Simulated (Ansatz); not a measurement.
Compare A (`[SiH3]C=S`) with its isomer B (`CS[SiH]`).

Calculated with Ansatz (gas phase, PBE0-D4/def2-TZVP geometries, no zero-point term in ΔE). CCSD(T)/CBS adds triple-zeta CCSD(T) − MP2 to the extrapolated MP2 energy (def2 sets, frozen cores). DFT in def2-TZVPP. B3LYP here is the variant with VWN-RPA as its local correlation; programs differ in this.

(1) Which is lower in electronic energy at CCSD(T)/CBS, and by how much? (An estimate is asked.)

(2) Give E(B) − E(A) in kcal/mol with HF/def2-TZVPP, CCSD(T)/def2-TZVPP, B3LYP, B3LYP-D4, BLYP-D4, PBE-D4, MP2/def2-TZVPP. (Estimate.)

(3) Does the order hold for the free energy at 298.15 K (harmonic terms from PBE0-D4)? (An estimate is asked.)

Largest T1 diagnostic: 0.016.

Results:

(1) Ansatz gave: B, by 12.2 kcal/mol.

(2) Ansatz gave: HF/def2-TZVPP -9.7, CCSD(T)/def2-TZVPP -11.5, B3LYP -13.1, B3LYP-D4 -13.5, BLYP-D4 -13.5, PBE-D4 -16.7, MP2/def2-TZVPP -11.0. None reverses the order clearly.

(3) Computed: Yes: G(B) − G(A) = -8.3 kcal/mol.

From r2SCAN to r2SCAN0 (25 % exact exchange), in def2-TZVPP and without D4, E(B) − E(A) moves by −0.8 kcal/mol. In def2-TZVPP, CCSD(T) changes the Hartree–Fock value by −1.8 kcal/mol (the triples alone add +0.3 kcal/mol) and MP2 by −1.3 kcal/mol.
